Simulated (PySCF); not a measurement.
Molecule: Si$_{2}$H$_{6}$ (charge +1, doublet). SMILES of the parent species: [SiH3][SiH3]
Geometry from a B3LYP-D3(BJ)/def2-TZVP (Ansatz) optimisation:
```
Si
H 1 1.4708
H 1 1.4708 2 118.16
H 1 1.4708 2 118.16 3 -153.34
Si 1 2.7729 2 97.86 3 103.33
H 5 1.4708 1 97.86 2 -178.94
H 5 1.4708 6 118.16 1 -103.33
H 5 1.4708 6 118.16 7 -153.34
```
Charge +1, spin multiplicity 2.

Dispersion corrections to the total energy (kcal/mol) from the dftd3 and dftd4 libraries through PySCF: D3(BJ) without and D4 with the three-body term, each with the damping fitted for the functional named.

```tsv
functional	D3(BJ)	D4
PW6B95	-2.03	?
BP86	-5.91	-3.40
TPSSh	-4.04	-3.00
HSE06	-2.46	-1.97
revPBE	?	-6.80
TPSS	-4.34	-3.32
PBE0	?	-2.09
```

**Question.** Complete the blanks.

**Answer.** 
- PW6B95, D4: -1.96
- revPBE, D3(BJ): -8.04
- PBE0, D3(BJ): -3.02
